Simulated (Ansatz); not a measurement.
**SiH₃Cl (singlet): the correlation ladder at a displaced geometry (v2), cc-pVDZ**

The task here is to estimate one member of a computed series from the others.

Method: cc-pVDZ, core rule «outside noble gas», up to 10 orbitals frozen; program: Ansatz 0.2.0, Gaussian basis.

Plan: UHF; CCSD(T) on RHF; BCCD(T) on RHF; CISD; CCSDT(Q) on RHF.

16 further runs of the same task are left out: 3 for a known fault of the program, 7 that didn't finish, 6 set aside as unsound or not needed.

**What is computed**

The geometry is a PBE0/def2-TZVP stationary point (not a proven minimum) with its atoms shifted at random (size 0.100 Å).

5 atoms, charge 0, spin multiplicity 1.

Atoms are counted from 1 here; the program's logs count them from 0.

Bond lengths: Si1–Cl2 1.889 Å, Si1–H3 1.489 Å, Si1–H4 1.539 Å, Si1–H5 1.630 Å. Angles: Cl2–Si1–H3 111.8°, Cl2–Si1–H4 107.9°, Cl2–Si1–H5 111.3°, H3–Si1–H4 110.6°, H3–Si1–H5 108.8°, H4–Si1–H5 106.3°.

Set-up of the first run:

Input file in.yaml:

```yaml
crystal:
  periodic: [false, false, false]
  atoms:
    - {symbol: Si, position_ang: [-0.981610, -0.009089, -0.002244]}
    - {symbol: Cl, position_ang: [0.907216, 0.014001, 0.003452]}
    - {symbol: H, position_ang: [-1.550552, 1.367395, 0.004682]}
    - {symbol: H, position_ang: [-1.448857, -0.795580, 1.235500]}
    - {symbol: H, position_ang: [-1.558927, -0.811022, -1.299074]}
basis:
  gaussian: {orbitals: cc-pVDZ}
magnetization: {spin_polarized: true, initial_magnetization: 0}
hamiltonian: {xc: hf}
output: {orbitals: {seedname: orbitals}}
```

Launch:

```bash
ansatz run in.yaml --threads 1 --pin off --events-out ev --progress --plain --max-ram 2393MiB
```

Steps of the session up to this table: UHF; CCSD(T) on RHF; BCCD(T) on RHF; CISD; CCSDT(Q) on RHF.

One table of the session follows, with a row left open; its other results are not shown here.

```
   method  from RCCSDT(Q) (kJ/mol)
      RHF                   +740.3
     RMP2                   +108.3
     CISD                    +78.6
    RCCSD                        ?
 RCCSD(T)                     +2.8
  BCCD(T)                     +2.8
   RCCSDT                     +1.0
RCCSDT(Q)                        0
```

Estimate the missing values for RCCSD.

The run gave: from RCCSDT(Q) (kJ/mol): +16.8. In the column «from RCCSDT(Q) (kJ/mol)» it lies between BCCD(T) (+2.8) and CISD (+78.6).
